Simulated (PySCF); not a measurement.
NMR data simulated for an unnamed compound:

¹H NMR (400 MHz, computed): δ 3.52 (s, 3H), 3.25 (t, 2H), 1.68 (m, 2H), 0.91 (t, 3H).

¹³C{¹H} NMR (computed): δ 80.6 (CH2), 61.6 (CH3), 27.7 (CH2), 11.7 (CH3).

- geometry from GFN2-xTB
- NMR shieldings at PBE0/pcSseg-1/GIAO
- code: PySCF
- isolated molecule, a single conformation, rapidly exchanging positions averaged, non-relativistic Hamiltonian

δ = σ(ref) − σ, references computed at the same level: TMS for ¹H (σ = 31.72 ppm) and ¹³C (σ = 186.93 ppm).

**Question.** Which of these does the molecule contain: a methoxy group, an amide, a CF3 group, a C≡C triple bond, a CH3CH2 unit?

**Answer.** 
- A methoxy group: yes (δC 61.6; δH 3.52 (s)).
- An amide: no.
- A CF3 group: no.
- A C≡C triple bond: no.
- A CH3CH2 unit: yes (δC 11.7, 27.7; δH 0.91 (t), 1.68 (m)).

The data belong to Methyl propyl ether, C4H10O; they needn't prove each group on their own.

Carbon signals by region: 2 at 50–100 ppm, 2 below 50 ppm.

Shifts are as computed. Against solution values, carbons near 30 ppm lie about +3 ppm off and those near 130 ppm about +5 ppm. Of 246 compounds with measured shifts, 49 miss one by over three times the rms of a fit or turn the order of signals round; such compounds aren't used in these exercises. No couplings were computed; multiplicities are counted from neighbouring protons, with m where these are inequivalent, close in shift, in a saturated or five-membered ring or joined by F or P, and br s for small geminal =CH2 splittings.
